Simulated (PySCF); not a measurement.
H3Si, SMILES [SiH3], multiplicity 2.

The structure is a stationary point at PBE-D3(BJ)/def2-TZVPD. The isomer is the one that the SMILES or the coordinates give; other isomers of the formula were not compared.

Method: PBE-D3(BJ)/def2-TZVPD (PySCF).

Frequencies are harmonic and unscaled.

Modes within 1.5 cm⁻¹ of each other (mostly degenerate sets) share a row, with their intensities summed.

```csv
mode,ν (cm⁻¹),IR (km/mol),moving atoms (share of kinetic energy)
1,710,44.0,"H 91 %, Si 9 %"
2–3,895,105.1,H 96 %
4,2134,5.5,H 99 %
5–6,2178,192.9,H 95 %
```
